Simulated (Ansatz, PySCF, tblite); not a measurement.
**Ladder of methods for the bulk modulus of zinc-blende BP**

Reference value: 176 GPa (measured, 0 K, zero-point effect removed, our sources range from 168 to 176; as tabulated in Goldzak et al. (2022), arXiv:2208.04865).

```
level (code)           value (GPa)  cell (Å³/atom)  error (%)
---------------------  -----------  --------------  ---------
GFN1-xTB (tblite)              164           11.96       -6.8
PBE (Ansatz)                   162           11.76       -8.0
r²SCAN-D4 (Ansatz)             172           11.55       -2.3
Hartree–Fock (Ansatz)          175           12.04       -0.6
MP2 (PySCF)                184 ± 6           11.29       +4.5
```

Any of these levels can be the nearest once the reference is moved by up to 4.8 % (a margin picked here for doubts on the reference and the settings) and values within 1.7 % count as equal. Within 15 %: GFN1-xTB, PBE, r²SCAN-D4, Hartree–Fock, MP2.

A ± on a computed value is a rough bar: the spread of its extrapolation, a floor set from checks against published values, or a statistical error. GFN1-xTB: the method was fitted mainly to molecules. GFN1-xTB: the run uses a supercell at the zone centre in place of a k mesh. Each level is taken at its own relaxed cell. Cutoffs and k meshes differ between the levels. Ansatz's density-functional and Hartree–Fock values are scalar-relativistic unless marked +SOC, with PAW data made under PBE.

Differences are worked out from the printed values.

Ansatz is a quantum-chemistry and plane-wave program.
